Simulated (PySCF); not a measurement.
**How methods differ on the electron affinity of H**

H⁻ 1s2 (1S) → H 1s1 (2S), as a difference of total energies. All numbers are calculated (PySCF 2.14, no relativity, point nucleus, in dyall-acv3z (10s3p2d, 29 functions)). Correlated levels: valence: nothing frozen; virtual orbitals above 40 to 60 times the deepest correlated orbital energy dropped. The calculations carry no spin-orbit coupling.

```json
{"method": "UHF", "electron affinity (eV)": "-0.329", "error (eV)": "-1.083"}
{"method": "MP2 (valence)", "electron affinity (eV)": "0.446", "error (eV)": "-0.308"}
{"method": "SCS-MP2 (valence)", "electron affinity (eV)": "0.601", "error (eV)": "-0.153"}
{"method": "CCSD (valence)", "electron affinity (eV)": "0.738", "error (eV)": "-0.016"}
```

Reference: 0.754 eV (measured; photodetachment measurements, as compiled on the Wikipedia data page of electron affinities).

Errors of the correlated levels include the incompleteness of this basis.

A negative affinity means that the anion lies above the atom at that level of theory.

With two correlated electrons CCSD is exact in that space.

The coupled-cluster amplitudes are large for H⁻ (T1 above 0.03 or a double amplitude above 0.15), so a single reference is strained.
